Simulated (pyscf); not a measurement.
Thermochemistry of product channels of F–In(F)–F + methyl (CH₃•) on the doublet surface, in kcal/mol, from CCSD(T)/def2-TZVPP + ΔMP2(QZVPP) energies (ideal gas, 1 atm, RRHO with modes under 100 cm⁻¹ raised to 100, one conformer, R ln 2 for chiral ones without a mode under 150 cm⁻¹). PySCF, gas phase, ωB97X-D3(BJ)/def2-SVP geometries. MP2 and CC: frozen core, UHF for open shells. ΔMP2 is the change of the MP2 total energy from the triple- to the quadruple-zeta basis.

```tsv
products	ΔE	ΔH(298 K)	ΔG(298 K)	ΔG(1200 K)
fluoromethane (H₃C–F) + [F–In–F]•	-9.5	-5.8	-6.4	…
•H₂C–F + F–InH–F	…	+24.7	+23.1	+19.1
```

Complete the blanks.


- fluoromethane (H₃C–F) + [F–In–F]•, ΔG(1200 K): -5.2
- •H₂C–F + F–InH–F, ΔE: +25.6

These are energies of the channels, which say nothing of barriers. The CCSD(T) − MP2 part came from Ansatz, without density fitting, on the same reference. The frozen core leaves the outer d or s,p core shells of the metals and heavy elements correlated in the MP2 and CC values, and def2-TZVPP describes them poorly, which can shift differences by a few kcal/mol. Elements past Kr carry the def2 core potentials, without spin-orbit coupling.
